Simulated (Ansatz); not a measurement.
Tetradymite Bi2Te3 was calculated with rVV10 (PAW; Ansatz, a quantum-chemistry and plane-wave program).

Settings: plane-wave cutoff 520 eV, 10×10×10 k mesh, Fermi–Dirac smearing 0.01 eV, scalar-relativistic PAW data made under PBE.

Cell (relaxed at this level):

Bi$_{2}$Te$_{3}$ is modelled in the trigonal space group R-3m, hexagonal axes (No. 166), Pearson symbol hR5. Conventional cell: a = b = 4.491 Å, c = 31.051 Å, α = β = 90.00°, γ = 120.00°. Bi on 6c is surrounded by 3 Te at 3.121 Å and 3 Te at 3.316 Å (octahedral). Te1 on 3a sees 6 Bi at 3.316 Å (octahedral). Te2 on 6c sees 3 Bi at 3.121 Å (trigonal pyramidal). (Neighbours: up to the widest gap in distance over summed covalent radii, below 1.35, at either atom; cation-cation and far metal-metal contacts left out.)
(The calculation used a cell of 5 atoms; values per cell refer to that cell.)

### Question
What does this level give for the bulk modulus B0 and band gap?

### Answer

- bulk modulus B0: 32.8 GPa
- band gap: 0.23 eV

Measured, for comparison: bulk modulus 37 GPa (temperature not stated, no zero-point or thermal correction, our sources range from 32.5 to 39.5; as tabulated in Toher et al. (2017), arXiv:1611.05714). Computed (rounded) less measured: bulk modulus not scored (sources differ).

Note: the bulk modulus comes from volumes at which shape and atoms were relaxed.

Spin–orbit coupling is not included; it can close the smallest gap of 0.23 eV.

Computing time: roughly 22 core-minutes.
